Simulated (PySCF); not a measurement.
## CH: frontier orbitals

PBE0 at R = 1.126 Å; PySCF, no relativity, basis sets H def2-TZVP, C def2-TZVP. State: ²Π (doublet), unpaired electrons π ↑. Only the outer orbitals are listed, counted within each symmetry.

| spin | orbital | occ. | ε (eV) | on H (%) | main shells (%) |
| --- | --- | --- | --- | --- | --- |
| α | 2σ | 1 | -18.21 | 22 | 71 C s, 21 H s |
| α | 3σ | 1 | -9.10 | 20 | 54 C p, 26 C s, 20 H s |
| α | 1π | 1 | -7.44 | 1 | 99 C p |
| α | 1π | 0 | -3.82 | 1 | 99 C p |
| β | 2σ | 1 | -16.90 | 28 | 63 C s, 28 H s, 8 C p |
| β | 3σ | 1 | -8.51 | 17 | 51 C p, 32 C s, 17 H s |
| β | 1π | 0 | -3.31 | 1 | 99 C p |
| β | 1π | 0 | -1.86 | 1 | 99 C p |

Problem. Which are the highest filled and the lowest empty level, where do they sit, and how wide is the gap?

Solution. Highest filled α 1π at -7.44 eV (in %: 99 C p); lowest empty α 1π at -3.82 eV (in %: 99 C p); the gap at PBE0 is 3.62 eV. Both belong to one degenerate shell, split only by its one-sided filling, so this is no excitation gap.

| Quantity | Value |
| --- | --- |
| bond order (Mayer) | 0.91 |
| ⟨S²⟩ | 0.754 |
| charge on H (Mulliken, basis-dependent) | 0.13 |
| charge on H (Löwdin, basis-dependent) | 0.07 |
| dipole moment (positive dipole means H(−)C(+)) | -1.50 D |
| polarisability along the bond | 15.3 bohr³ |
| polarisability across the bond | 10.3 bohr³ |

The state is the lowest determinant that a PBE0 search found; another state may lie lower at other levels.
